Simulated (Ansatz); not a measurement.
hcp Re, treated with PBEsol (Ansatz, a quantum-chemistry and plane-wave program, plane waves, PAW).

Run with plane-wave cutoff 520 eV, 24×24×12 k mesh (along the axes of the cell as run), Fermi–Dirac smearing 0.05 eV, no spin polarisation, scalar-relativistic PAW data made under PBE.

Energies at three volumes about the minimum:

| V (Å³/atom) | E − E_lowest (meV/atom) |
|---|---|
| 14.261 | 7.37 |
| 14.553 | 0.00 |
| 14.844 | 6.85 |

Q: Fit a parabola by hand: where is the minimum, and what is the bulk modulus?

A: Slopes: (0.00 − 7.37)/(14.553 − 14.261) = -25.240 and (6.85 − 0.00)/(14.844 − 14.553) = 23.540 meV/Å³. Curvature E″ = 2 × (23.540 − (-25.240))/(14.844 − 14.261) = 167.341 meV/Å⁶. From the middle of the first interval, the slope vanishes at V0 = 14.4070 − (-25.240)/167.341 = 14.558 Å³/atom. B = V0 E″ = 14.558 × 167.341 meV/Å³ × 0.1602 GPa per meV/Å³ = 390 GPa. The full Birch–Murnaghan fit to all volumes gives V0 = 14.553 Å³/atom and B0 = 391 GPa.

Shape and atoms are relaxed at each volume.

Measured, for comparison: bulk modulus 369 GPa (zero-point energy and finite temperature contributions removed, our sources range from 369 to 381; as tabulated in doi:10.1021/acs.jctc.3c00612). Computed (rounded) less measured: bulk modulus +6 % (+3 % to +6 % over the range).

Note: the bulk modulus comes from volumes at which shape and atoms were relaxed.
